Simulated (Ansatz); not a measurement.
# CH₃Si₂− (SMILES [Si-]#C[SiH3]): single points off equilibrium

A test off equilibrium: a structure displaced at random from a GFN2-xTB minimum is computed at several levels, and each is set against CCSD(T).

Method: single points in def2-TZVPPD; program: Ansatz 0.2.0, Gaussian basis.

Cores are frozen in the correlated methods.

## Step 1: Starting geometry

SMILES `[Si-]#C[SiH3]`, 6 atoms, charge -1, spin multiplicity 1.

Atoms are counted from 1 here; the program's logs count them from 0.

Bond lengths: Si1–C2 1.690 Å, C2–Si3 1.878 Å, Si3–H4 1.392 Å, Si3–H5 1.429 Å, Si3–H6 1.630 Å. Angles: Si1–C2–Si3 172.4°, C2–Si3–H4 120.8°, C2–Si3–H5 119.8°, C2–Si3–H6 115.8°, H4–Si3–H5 101.6°, H4–Si3–H6 99.9°, H5–Si3–H6 94.2°.

As a file:

```xyz
6
CH3Si2
Si    0.8595   -2.6753    1.1838
C     0.3462   -1.1739    0.6026
Si   -0.1669    0.4083   -0.2694
H    -1.3430    0.4633   -1.0122
H     0.7536    1.0698   -1.1401
H    -0.3802    1.7084    0.6898
```

## Step 2: CCSD(T)/def2-TZVPPD

Contents of run/in.yaml:

```yaml
crystal:
  periodic: [false, false, false]
  atoms:
    - {symbol: Si, position_ang: [0.859500, -2.675300, 1.183800]}
    - {symbol: C, position_ang: [0.346200, -1.173900, 0.602600]}
    - {symbol: Si, position_ang: [-0.166900, 0.408300, -0.269400]}
    - {symbol: H, position_ang: [-1.343000, 0.463300, -1.012200]}
    - {symbol: H, position_ang: [0.753600, 1.069800, -1.140100]}
    - {symbol: H, position_ang: [-0.380200, 1.708400, 0.689800]}
basis:
  gaussian: {orbitals: "def2-TZVPPD.json"}
total_charge: -1
correlation: {method: ccsd_t}
output: {forces: true}
```

The basis file named in the input lies beside it (Basis Set Exchange, JSON).

No record of the launch command was kept for these runs.

## Step 3: PBE0-D4/def2-TZVPPD

Changes to run/in.yaml since step 2:

```diff
@@ -12,3 +12,3 @@
 total_charge: -1
-correlation: {method: ccsd_t}
-output: {forces: true}
+hamiltonian: {xc: pbe0, dispersion: d4}
+output: {forces: true, orbitals: {seedname: orbitals}}
```

## Step 4: wB97M-V/def2-TZVPPD

Changes to run/in.yaml since step 3:

```diff
@@ -12,3 +12,3 @@
 total_charge: -1
-hamiltonian: {xc: pbe0, dispersion: d4}
-output: {forces: true, orbitals: {seedname: orbitals}}
+hamiltonian: {xc: {name: wB97M-V}}
+output: {forces: true}
```

## Step 5: r2SCAN-D4/def2-TZVPPD

Changes to run/in.yaml since step 4:

```diff
@@ -12,3 +12,3 @@
 total_charge: -1
-hamiltonian: {xc: {name: wB97M-V}}
+hamiltonian: {xc: r2scan, dispersion: d4}
 output: {forces: true}
```

## Step 6: PBE-D4/def2-TZVPPD

Changes to run/in.yaml since step 5:

```diff
@@ -12,3 +12,3 @@
 total_charge: -1
-hamiltonian: {xc: r2scan, dispersion: d4}
+hamiltonian: {xc: pbe, dispersion: d4}
 output: {forces: true}
```

## Step 7: B97M-V/def2-TZVPPD

Changes to run/in.yaml since step 6:

```diff
@@ -12,3 +12,3 @@
 total_charge: -1
-hamiltonian: {xc: pbe, dispersion: d4}
+hamiltonian: {xc: {name: B97M-V}}
 output: {forces: true}
```

## Step 8: wB97X-V/def2-TZVPPD

Changes to run/in.yaml since step 7:

```diff
@@ -12,3 +12,3 @@
 total_charge: -1
-hamiltonian: {xc: {name: B97M-V}}
+hamiltonian: {xc: {name: wB97X-V}}
 output: {forces: true}
```

(Steps that only read results are left out.)

**Question.** What will these runs give? Wanted: RMS force component; RMS force error; HOMO and LUMO, PBE0-D4; T1 diagnostic.

As calculated:

| quantity | value |
| --- | --- |
| RMS force component | 1.195 to 1.313 eV/Å over the methods |
| RMS force error | PBE0-D4 0.259, wB97M-V 0.361, r2SCAN-D4 0.179, PBE-D4 0.165, B97M-V 0.254, wB97X-V 0.416 eV/Å |
| HOMO and LUMO, PBE0-D4 | -1.11 and 3.60 eV |
| T1 diagnostic | 0.018 |

In words: The forces of PBE-D4 come nearest to CCSD(T), those of wB97X-V are farthest. Frozen-core CCSD(T) forces in triple zeta carry basis errors of their own, and this is one geometry, so small gaps rank nothing. The restricted Hartree–Fock reference is unstable towards an unrestricted one at one or more of these structures.
